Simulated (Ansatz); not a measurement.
The pair A = CH4 (SMILES C) (first 5 atoms), B = HF (SMILES F); geometry from A24 set.
(charge 0, multiplicity 1):
```csv
atom,x (Å),y (Å),z (Å)
C,0.0000,0.0000,1.7707
H,0.5159,-0.8936,1.4203
H,0.0000,0.0000,2.8581
H,0.5159,0.8936,1.4203
H,-1.0319,0.0000,1.4203
H,0.0000,0.0000,-0.5488
F,0.0000,0.0000,-1.4680
```

Cores are frozen in the correlated methods. MP2 and its Hartree–Fock in aug-cc-pVQZ are density fitted.

Programs: Ansatz (an electronic-structure program) with Gaussian orbitals. 

The counterpoise-corrected interaction energy is E(AB) − E(A in the pair's basis) − E(B in the pair's basis). Total energies (hartree):

| level | AB | A in the pair's basis | B in the pair's basis |
|---|---|---|---|
| HF/aug-cc-pVTZ | -140.2749695 | -40.2135155 | -100.0610451 |
| MP2/aug-cc-pVTZ | -140.7582000 | -40.4145473 | -100.3412719 |
| HF/aug-cc-pVQZ | -140.2850303 | -40.2161422 | -100.0684892 |
| MP2/aug-cc-pVQZ | -140.7996990 | -40.4273301 | -100.3698832 |
| CCSD(T)/aug-cc-pVTZ | -140.7934865 | -40.4410222 | -100.3499904 |

Task: Work out the counterpoise-corrected interaction energy at the basis-set limit: extrapolate the MP2 correlation part as X⁻³, take Hartree–Fock from the larger set, and add the CCSD(T) − MP2 difference of aug-cc-pVTZ.

Result: 
1. Differences (1 hartree = 627.509 kcal/mol): HF/aug-cc-pVTZ -0.257; MP2/aug-cc-pVTZ -1.494; HF/aug-cc-pVQZ -0.250; MP2/aug-cc-pVQZ -1.560; CCSD(T)/aug-cc-pVTZ -1.552.
2. Correlation parts, MP2 less HF: -1.237 in aug-cc-pVTZ (X = 3), -1.309 in aug-cc-pVQZ (X = 4).
3. Limit (4³·(-1.309) − 3³·(-1.237))/(4³ − 3³) = -1.362; with HF/aug-cc-pVQZ it gives -1.612.
4. CCSD(T) less MP2 in aug-cc-pVTZ: -0.058.
Result: -1.67 kcal/mol, against -1.49 at MP2/aug-cc-pVTZ. It is an estimate of this method's limit, not of the exact value.
